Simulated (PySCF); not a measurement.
**P: electron affinity**

P⁻ [Ne] 3s2 3p4 (3P) → P [Ne] 3s2 3p3 (4S), as a difference of total energies. Computed with PySCF 2.14 in x2c-QZVPPall with one added diffuse shell each of s, p, d, f type (10s7p5d3f1g, 86 functions), with scalar relativity by spin-free X2C-1e. Correlated levels: valence and next inner shell: 1s2 frozen. The calculations carry no spin-orbit coupling.

```tsv
method	electron affinity (eV)
UHF	-0.336
MP2 (valence and next inner shell)	0.498
SCS-MP2 (valence and next inner shell)	0.581
CCSD (valence and next inner shell)	0.578
CCSD(T) (valence and next inner shell)	0.653
```

The reference lies between the lowest fine-structure levels, while these numbers refer to the centres of the terms.

Errors of the correlated levels include the incompleteness of this basis and the frozen core.

A negative affinity means that the anion lies above the atom at that level of theory.

For comparison: 0.747 eV (measured; photodetachment measurements, as compiled on the Wikipedia data page of electron affinities).
